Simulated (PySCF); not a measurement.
Species: ClH3Si.
Bonds: Si1–Cl2. Hydrogens: H3, H4, H5 on Si1.

Level: wB97X-D/def2-SVPD in PySCF, non-relativistic, on one gas-phase PBE0-D3(BJ)/def2-SVP geometry that isn't relaxed in the solvent. The solvent is an IEF-PCM continuum (cavity from Bondi-type radii × 1.2), and excitations are vertical TDDFT with non-equilibrium linear response and a frozen core. Only the electrostatic response of the medium enters.

Gas-phase singlets (H = HOMO, L = LUMO):

| state | E (eV) | λ (nm) | f | leading configurations |
| --- | --- | --- | --- | --- |
| S1 | 7.498 | 165 | 0.013 | H→L 89% |
| S2 | 7.499 | 165 | 0.013 | H-1→L 89% |
| S3 | 8.701 | 142 | 0.017 | H→L+1 90% |
| S4 | 8.702 | 142 | 0.017 | H-1→L+1 90% |
| S5 | 8.789 | 141 | 0.000 | H→L+3 45%, H-1→L+2 45% |

Question: Give the list for benzene (ε = 2.271), n² = 2.25.

Answer: 
| state | E (eV) | λ (nm) | f | leading configurations | change by rank (eV) |
| --- | --- | --- | --- | --- | --- |
| S1 | 7.533 | 165 | 0.017 | H→L 91% | +0.035 |
| S2 | 7.533 | 165 | 0.017 | H-1→L 91% | +0.034 |
| S3 | 8.704 | 142 | 0.037 | H→L+1 90% | +0.003 |
| S4 | 8.704 | 142 | 0.037 | H-1→L+1 90% | +0.002 |
| S5 | 8.825 | 140 | 0.000 | H→L+3 43%, H-1→L+2 43% | +0.036 |

Question: What are the lowest 5 singlets in methanol (ε = 32.61)?

Answer: 
```
state  E (eV)  λ (nm)      f            leading configurations  change by rank (eV)
   S1   7.597     163  0.015                           H→L 92%               +0.099
   S2   7.598     163  0.016                         H-1→L 92%               +0.099
   S3   8.771     141  0.034                         H→L+1 91%               +0.070
   S4   8.772     141  0.034                       H-1→L+1 91%               +0.070
   S5   8.887     140  0.000  H→L+3 38%, H-1→L+2 38%, H→L+2 9%               +0.098
```

Question: How do the frontier levels move from gas to methanol?

Answer: 
```
orbital  gas (eV)  solvent (eV)  change (eV)
 LUMO+2      2.76          2.95        +0.19
 LUMO+1      1.97          2.14        +0.17
   LUMO      1.41          1.58        +0.17
   HOMO    -10.96        -10.95        +0.01
 HOMO-1    -10.97        -10.95        +0.02
 HOMO-2    -12.85        -12.75        +0.10
 HOMO-3    -12.85        -12.75        +0.10
```

The HOMO–LUMO gap goes from 12.37 to 12.53 eV.
